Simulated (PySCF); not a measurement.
Orbital picture of LiF

r²SCAN0 at R = 1.580 Å; basis Li cc-pVDZ, F cc-pVDZ; no relativity; PySCF 2.14. State: ¹Σ⁺ (singlet), closed shell. Only the outer orbitals are listed, counted within each symmetry.

| orbital | occ. | ε (eV) | on Li (%) | main shells (%) |
| --- | --- | --- | --- | --- |
| 2σ | 2 | -56.08 | 100 | 100 Li s |
| 3σ | 2 | -28.73 | 4 | 96 F s |
| 4σ | 2 | -8.20 | 4 | 96 F p |
| 1π | 2 | -7.84 | 8 | 92 F p |
| 1π | 2 | -7.84 | 8 | 92 F p |
| 5σ | 0 | -0.71 | 100 | 77 Li s, 22 Li p |
| 2π | 0 | 0.82 | 99 | 97 Li p |
| 2π | 0 | 0.82 | 99 | 97 Li p |

Problem. Which are the highest filled and the lowest empty level, where do they sit, and how wide is the gap?

Solution. Highest filled 1π at -7.84 eV (in %: 92 F p); lowest empty 5σ at -0.71 eV (in %: 77 Li s, 22 Li p); the gap at r²SCAN0 is 7.13 eV.

The bond order (Mayer) is 0.88, the ⟨S²⟩ is 0.000 and the charge on Li (Mulliken, basis-dependent) is 0.53. The charge on Li (Löwdin, basis-dependent) is 0.51 and the dipole moment (positive dipole means Li(−)F(+)) is -6.28 D.
